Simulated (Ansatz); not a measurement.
Computed with Ansatz on PBE0-D4/def2-TZVP structures; ΔE is electronic, products minus reactants. CCSD(T)/CBS is the MP2 limit (def2-TZVPP, def2-QZVPP) plus CCSD(T) − MP2 in def2-TZVPP, frozen cores. DFT in def2-TZVPP. B3LYP here is the variant with VWN-RPA as its local correlation; programs differ in this.

Reaction (isomerisation): `C#CC(C)C` → `C=C1CC1C`

| level | ΔE (kJ/mol) | difference from CCSD(T)/CBS |
| --- | --- | --- |
| r2SCAN-D4 | 1.1 | -23.2 |
| B3LYP-D4 | 13.2 | -11.1 |
| ωB97X-V | 4.0 | -20.3 |
| ωB97M-V | 12.1 | -12.2 |
| PBE | -6.1 | -30.4 |
| B3LYP | 13.4 | -10.9 |
| MP2/def2-TZVPP | 27.6 | 3.3 |
| CCSD/def2-TZVPP | 23.5 | -0.8 |
| CCSD(T)/def2-TZVPP | 23.4 | -0.9 |
| HF/CBS(def2) | 30.2 | 5.9 |
| CCSD(T)/CBS | 24.3 | 0 |

Largest T1 diagnostic among the species: 0.010.
